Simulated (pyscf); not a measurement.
**Routes from `[Cl][BH][Cl]` + `[OH2]`**

Candidate steps break at most two bonds and form at most two. Each was searched with GFN2-xTB (tblite) first. Single points on ωB97X-D3(BJ)/def2-SVP structures (PySCF, gas phase). Energies: ωB97M-D3(BJ)/def2-TZVP, kcal/mol, from the separated reactants, singlet surface; ΔG‡ with ideal gas, 1 atm, RRHO with modes under 100 cm⁻¹ raised to 100, one conformer, R ln 2 for chiral ones without a mode under 150 cm⁻¹.

| products | type | ΔE‡ | ΔE | ΔG‡ 298 K | ΔG‡ 900 K | ν‡ (cm⁻¹) |
|---|---|---|---|---|---|---|
| HCl + HO–BH–Cl | four-centre exchange | 6.5 | -14.6 | 15.4 | 36.4 | 1148i |
| HO–B(Cl)–Cl + H₂ | four-centre exchange | 18.2 | -27.5 | 27.6 | 49.2 | 1458i |

Row 1: On the reactant side the descent ends in an adduct with a B–O contact, 12.1 kcal/mol under the separated species and 19.2 kcal/mol under the saddle at ωB97X-D3(BJ)/def2-TZVP. Row 2: On the reactant side the descent ends in an adduct with a B–O contact, 12.1 kcal/mol under the separated species and 30.5 kcal/mol under the saddle at ωB97X-D3(BJ)/def2-TZVP. 

Plain bond fissions and candidates not yet searched are not listed, and one of them may be faster. Each barrier is that of the saddle found; lower ones may exist.
